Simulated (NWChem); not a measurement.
A calculation on acetylene (C$_{2}$H$_{2}$)

SMILES: C#C
```xyz
4

C      0.0000     0.0000    -0.6043
C      0.0000     0.0000     0.6043
H      0.0000     0.0000    -1.6792
H      0.0000     0.0000     1.6792
```
Charge 0, spin multiplicity 1.

Everything below was run with NWChem. The geometry was optimised at PBE0/def2-SVP, a minimum by its harmonic frequencies.

Symmetry labels belong to the abelian group D2h used in the runs, with the axes of the coordinates shown; states degenerate in a higher group split over its labels.

B3LYP has NWChem's definition, with VWN1-RPA local correlation.

Problem. List the lowest 3 singlet excitations that TD-B3LYP/aug-cc-pVDZ, VWN1-RPA local correlation gives, with oscillator strengths.

Solution. 
| state | symmetry | energy (eV) | wavelength (nm) | f |
|---|---|---|---|---|
| 1 | au | 6.58 | 188 | 0.000 |
| 2 | au | 6.75 | 184 | 0.000 |
| 3 | b1u | 6.75 | 184 | 0.000 |
